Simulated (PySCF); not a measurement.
# Level of theory and adiabatic energies of losing or gaining an electron: methyleneamidogen anion

Structure: `C=[N-]` ([CH2N]-).

All levels share the PBE0-D3(BJ)/ma-def2-SVP structures and the PBE0-D3(BJ)/ma-def2-SVP thermal terms; only the single-point energies (PySCF) change. Values are adiabatic energies of losing or gaining an electron (0 K, eV).

```jsonl
{"level": "HF/jun-cc-pV(T+d)Z", "detachment energy to the radical": "-1.15", "abs. error": "1.66", "time": "1.3 s"}
{"level": "CCSD(T)/jun-cc-pV(T+d)Z", "detachment energy to the radical": "0.41", "abs. error": "0.10", "time": "4.3 min"}
{"level": "B3LYP-D3(BJ)/ma-def2-TZVP", "detachment energy to the radical": "0.55", "abs. error": "0.04", "time": "–"}
{"level": "MP2/jun-cc-pV(T+d)Z", "detachment energy to the radical": "0.88", "abs. error": "0.37", "time": "7.3 s"}
{"level": "ATcT 1.112", "detachment energy to the radical": "0.51", "abs. error": "", "time": ""}
```

Times are wall times for all single points of a level on 1 thread of Arm Neoverse V2, a shared host; the dash marks the run that also made the structures.

Hartree-Fock leaves out electron correlation, so its ionisation energies and electron affinities from energy differences come out too low, often by 1 eV or more.

The spread: 2.03 eV, from -1.15 to 0.88.
